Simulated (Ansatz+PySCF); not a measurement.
The numbers below are computed, except where a source is named.
Input for Ansatz (development build ahead of 0.2.0):

```yaml
crystal:
  periodic: [false, false, false]
  atoms:
    - { symbol: "N", position_ang: [0.0, 0.0, -0.99862] }
    - { symbol: "N", position_ang: [0.0, 0.0, 0.99862] }
basis:
  gaussian: { orbitals: STO-3G }
total_charge: 1
magnetization:
  initial_magnetization: 1
hamiltonian:
  xc: hf
correlation:
  method: mp2
  frozen_orbitals: { "N": 1 }
scf:
  omitted_lower_state_checks: [stability, starts, atomic_configurations, cluster_reference, orbital_swaps, given_window_search, neighbouring_geometries, increment]
```

The input is written out in the form of the current development build from the run's settings. Correlation on restricted open-shell orbitals is semicanonical, with singles.

Results

* Converged: yes
* Reference energy: -106.63641 hartree
* Correlation energy: -0.59768 hartree
* Total energy: -107.23408 hartree
* Spin squared of the determinant: 0.750
* Occupied orbitals by symmetry in an Abelian subgroup (alpha; beta): 3 Ag 2 B1u 1 B2u 1 B3u; 3 Ag 2 B1u 1 B3u

The reference isn't the lowest determinant (another lies 4.97 eV lower), but the same method gives a higher total on the lower determinant. Caution: large amplitudes, a single reference is doubtful; an unrestricted determinant lies well below.
